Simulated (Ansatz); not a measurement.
Rock-salt SrO was calculated with Hartree–Fock (PAW; Ansatz, an electronic-structure program).

Total energies, extrapolated to zero smearing (they compare only within this program, potentials and cutoff; free atoms with spin allowed, lowest state found):

| system | energy (eV/atom) |
|---|---|
| rock-salt SrO, relaxed | -2032.5992 |
| free Sr atom | -3502.0671 |
| free O atom | -556.4200 |

Work out the cohesive energy per atom.

E_coh = [1 × (-3502.0671) + 1 × (-556.4200)]/2 − (-2032.5992) = 3.36 eV/atom. The reference value is 5.23 ± 0.03 eV/atom (worked out here from tabulated enthalpies at 298 K, copied from a table, unchecked, brought to a static lattice with a Debye model, atoms in their spin–orbit ground levels; inputs from the CRC Handbook), a difference of -1.87 eV/atom.

The PAW data were made under PBE.
